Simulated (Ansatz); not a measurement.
Molecular dynamics of CO

The input (input.yaml):

```yaml
crystal:
  periodic: [false, false, false]
  atoms:
    - { symbol: C, position_ang: [0.499878, -0.161512, 0.257516] }
    - { symbol: O, position_ang: [-0.499878, 0.161512, -0.257516] }
magnetization:
  spin_polarized: true
basis:
  gaussian: { orbitals: "6-31G" }
hamiltonian:
  xc: blyp
  dispersion: d4
md:
  timestep: 1.0
  n_steps: 400
  ensemble: nve
  temperature: 300.0
  initial_velocities: maxwell_boltzmann
  seed: 940237
```

Command:

```bash
$ ansatz run input.yaml --threads 1 --pin off --max-ram 2048MiB --backend cpu --events-out ev --progress --plain --runs-dir out
```

It starts from a relaxed structure.

Output, in part (step lines, the closing report, with atoms numbered from 0):

```
md step     0: t =     0.00 fs  T =   300.0 K  F+E_penalty+E_count = -3081.68988139 eV  E_kin = 0.012926 eV  conserved = -3081.67695539 eV  (23 SCF iters)
md step     1: t =     1.00 fs  T =   261.3 K  F+E_penalty+E_count = -3081.68816777 eV  E_kin = 0.011260 eV  conserved = -3081.67690811 eV  (25 SCF iters)
md step     2: t =     2.00 fs  T =   161.6 K  F+E_penalty+E_count = -3081.68371726 eV  E_kin = 0.006962 eV  conserved = -3081.67675483 eV  (25 SCF iters)
md step     3: t =     3.00 fs  T =    54.6 K  F+E_penalty+E_count = -3081.67892983 eV  E_kin = 0.002352 eV  conserved = -3081.67657833 eV  (19 SCF iters)
md step     4: t =     4.00 fs  T =     0.9 K  F+E_penalty+E_count = -3081.67652570 eV  E_kin = 0.000039 eV  conserved = -3081.67648681 eV  (20 SCF iters)
md step     5: t =     5.00 fs  T =    31.7 K  F+E_penalty+E_count = -3081.67790620 eV  E_kin = 0.001367 eV  conserved = -3081.67653957 eV  (20 SCF iters)
md step     6: t =     6.00 fs  T =   129.1 K  F+E_penalty+E_count = -3081.68226412 eV  E_kin = 0.005562 eV  conserved = -3081.67670219 eV  (21 SCF iters)
md step     7: t =     7.00 fs  T =   237.3 K  F+E_penalty+E_count = -3081.68709941 eV  E_kin = 0.010227 eV  conserved = -3081.67687284 eV  (25 SCF iters)
[... lines left out ...]
md step   397: t =   397.00 fs  T =   299.3 K  F+E_penalty+E_count = -3081.68985345 eV  E_kin = 0.012897 eV  conserved = -3081.67695633 eV  (25 SCF iters)
md step   398: t =   398.00 fs  T =   270.0 K  F+E_penalty+E_count = -3081.68853146 eV  E_kin = 0.011632 eV  conserved = -3081.67689951 eV  (25 SCF iters)
md step   399: t =   399.00 fs  T =   179.3 K  F+E_penalty+E_count = -3081.68448759 eV  E_kin = 0.007727 eV  conserved = -3081.67676067 eV  (25 SCF iters)
md step   400: t =   400.00 fs  T =    74.8 K  F+E_penalty+E_count = -3081.67983456 eV  E_kin = 0.003222 eV  conserved = -3081.67661227 eV  (24 SCF iters)
Total energy: -3081.67995450 eV, -113.2496494901 hartree
Atom 0 at     0.506948    -0.163796     0.261158 Å, force    -1.153429     0.372676    -0.594198 eV/Å
Atom 1 at    -0.505186     0.163227    -0.260250 Å, force     1.153429    -0.372676     0.594198 eV/Å
Dipole moment:     0.011381    -0.003677     0.005863 e Å
```

The steps, from the saved trajectory:

```tsv
time (fs)	T (K)	potential energy less start (eV)	conserved less start (meV/atom)
0.0	300	0.000	0.00
13.0	6	0.013	0.22
26.0	273	0.001	0.03
39.0	46	0.011	0.20
52.0	238	0.003	0.04
65.0	97	0.009	0.16
78.0	154	0.007	0.12
91.0	182	0.005	0.08
104.0	99	0.009	0.15
117.0	230	0.003	0.06
130.0	33	0.012	0.20
143.0	289	0.000	0.00
156.0	4	0.013	0.23
169.0	300	0.000	0.00
182.0	4	0.013	0.22
195.0	277	0.001	0.02
208.0	40	0.012	0.20
221.0	244	0.002	0.04
234.0	89	0.009	0.16
247.0	162	0.006	0.11
260.0	174	0.006	0.09
273.0	106	0.009	0.14
286.0	223	0.003	0.06
299.0	38	0.012	0.20
312.0	286	0.001	0.01
325.0	6	0.013	0.23
338.0	299	0.000	0.00
351.0	3	0.013	0.22
364.0	281	0.001	0.02
377.0	35	0.012	0.21
390.0	250	0.002	0.03
```

All steps were run. The conserved energy stayed within 0.23 meV per atom of its start (net change 0.17 meV per atom), so the integration is sound. The temperature averaged 0.50 of the 300 K drawn at the start: a run that starts near a minimum puts about half its kinetic energy into the potential. A run of 0.4 ps of so small a system gives no equilibrium averages. Limits of this set-up: no polarisation functions.

The same pairs are bonded in the first frame and the last. Pairs count as bonded within 1.25 times the sum of covalent radii (0.12 Å more for H–H).

Last frame:

```xyz
2
Properties=species:S:1:pos:R:3
C 0.507 -0.164 0.261
O -0.505 0.163 -0.260
```

Time of the run: 110 s on 1 CPU thread of a shared host.
